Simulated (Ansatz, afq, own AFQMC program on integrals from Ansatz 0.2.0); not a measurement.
# BNH, doublet in cc-pVDZ, levels against CCSDTQ

```xyz
3

B     0.0000    0.0000    0.0439
N     0.0000    0.0000   -1.2617
H     0.0000    0.0000    1.2178
```

Connectivity, by distances: BH–N.

Basis cc-pVDZ. Noble-gas cores (and the filled d shells of Ga–Kr and In–Xe) are frozen. AFQMC by an in-house program on the Cholesky factors that Ansatz 0.2.0 writes for its CCSD(T) run. The CISD trial takes its coefficients from CCSD amplitudes. Released means that phaseless walkers are propagated on without the constraint, phases kept. ± is one standard error of the sampling.

Determinant: UHF, the one that the program's search chose, which needn't be the lowest solution. The geometry is a PBE0/def2-TZVP stationary point of this or a neighbouring charge and spin state.

No full CI on the walks' own integrals is used here; CCSDTQ serves as the reference and is uncertain by about the last step of the cluster series.

The T1 diagnostic is 0.0263 and the weight of the determinant in the CISD state is 0.894. The ⟨S²⟩ of the determinant is 0.783 and the size of the correlated space is 9 electrons in 31 orbitals.

Reference: CCSDTQ, correlation energy -6.352 eV. The released energy is read at 2.40 1/Eh (meV from the phaseless value at times in 1/Eh: -7 ± 3 at 0.24, -13 ± 4 at 0.51, -20 ± 3 at 0.99, -19 ± 3 at 1.62, -20 ± 4 at 2.40).

```
         level  E − E(reference) (meV)  share of correlation (%)
            HF                  6352.0                      0.00
           MP2                   930.3                     85.35
          CCSD                   247.3                     96.11
       CCSD(T)                    45.8                     99.28
         CCSDT                    17.2                     99.73
      CCSDT(Q)                    -2.0                    100.03
   ph-AFQMC/HF             53.7 ± 23.7                     99.15
 ph-AFQMC/CISD              21.6 ± 4.6                     99.66
released AFQMC               1.8 ± 4.0                     99.97
```

CCSDT and higher add their correlation energy to the determinant of the CCSD(T) run, since their own runs factorise the integrals more tightly (a shift of under 2 meV). A walk keeps the symmetry of its determinant, which the program's search chose and which needn't be the lowest solution, so a lower state of the same spin and another symmetry isn't excluded. Released energies are given only where the last usable release times agree within the noise; a slower fall can still hide under it.
